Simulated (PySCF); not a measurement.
# C6H10 (1-Butyne, 3,3-dimethyl-): the cost of one run

Programs: PySCF 2.14.0, with density-fitted response routines of our own. Each step states its level of theory. These are calculated values for one molecule, in the gas phase or a continuum, unless marked as measured. Atoms count from 0, in the outputs and in this text.

### 1 Starting geometry

16 atoms, charge 0, multiplicity 1; geometry from: GFN2-xTB. The atoms were then displaced at random by about 0.01 Å, so the start is not that level's minimum.

Bonds of the start (Å): C0–C1 1.18, C1–C2 1.46, C2–C3 1.49, C2–C4 1.53, C2–C5 1.54, C0–H6 1.07, C3–H7 1.09, C3–H8 1.08, C3–H9 1.11, C4–H10 1.08, C4–H11 1.09, C4–H12 1.12, C5–H13 1.10, C5–H14 1.08, C5–H15 1.08.

### 2 Geometry optimisation at PBE0-D3(BJ)/def2-TZVP

What the job is given:

```
{"job": {"xc": "PBE0", "basis": "def2-TZVP", "d3": "d3bj", "grid": 2, "shake": 0.01, "kind": "geom"}, "charge": 0, "multiplicity": 1}
C      0.451000     2.336840     1.018440
C      0.226310     1.273780     0.546390
C     -0.028870    -0.044510    -0.027610
C     -1.293440    -0.588400     0.536570
C     -0.098980     0.075590    -1.555070
C      1.147840    -0.962040     0.365360
H      0.614520     3.310970     1.422770
H     -1.261800    -0.662790     1.619180
H     -1.526980    -1.573000     0.148090
H     -2.156030     0.064940     0.290700
H     -0.285270    -0.897000    -1.981190
H      0.837090     0.484320    -1.941190
H     -0.936930     0.759040    -1.835760
H      1.212350    -1.045340     1.457180
H      2.088620    -0.588010    -0.014630
H      0.991540    -1.946750    -0.038500
```

Run with:

```bash
$ OMP_NUM_THREADS=1 python probes_run.py task.json out
```

One launch serves the whole session: the jobs run in the order shown.

Q: Estimate the wall time and peak memory of this first job on 1 thread of Arm Neoverse V1, shared host.

About 4.4 min, with a peak of 1.2 GiB.
